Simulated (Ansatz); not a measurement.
Molecule: SiF₃, charge 0, multiplicity 2. It need not be the lowest isomer of its formula. 
Structure (B3LYP-D3(BJ)/def2-TZVP (Ansatz, a program for electronic structure) minimum search):
```
Si
F 1 1.5883
F 1 1.5883 2 107.92
F 1 1.5883 2 107.92 3 -116.39
```
Charge 0, spin multiplicity 2.

Wanted: atomisation energy (electronic, to ground-state atoms), in kcal/mol. Correlated levels leave the core frozen unless marked. Open shells are spin-unrestricted. Spin-orbit coupling is left out. Non-relativistic. The coupled-cluster limit lacks core correlation, which all-electron functionals hold. CBS(X,Y): correlation extrapolated as X^-3; Hartree-Fock from the larger set. The bracket is a focal-point correction in the basis named.

| level | program | atomisation energy (kcal/mol) |
|---|---|---|
| HF/6-31G* | Ansatz | 285.0 |
| HF/cc-pV(D+d)Z | Ansatz | 266.8 |
| PBE-D4/def2-TZVPD | Ansatz + dftd4 | 410.6 |
| revPBE-D3(BJ)/def2-TZVPD | Ansatz + dftd3 | 393.4 |
| B3LYP-D4/def2-TZVPD | Ansatz + dftd4 | 397.6 |
| B3LYP/def2-TZVPD | Ansatz | 395.4 |
| PBE0-D3(BJ)/def2-TZVPD | Ansatz + dftd3 | 395.5 |

Q: Estimate the value at RI-MP2/CBS(cc-pV(T+d)Z,cc-pV(Q+d)Z)+[CCSD(T)-MP2]/cc-pV(T+d)Z as computed with Ansatz.

A: 406.6 kcal/mol, so PBE0-D3(BJ)/def2-TZVPD differs from it by -11.1 kcal/mol.
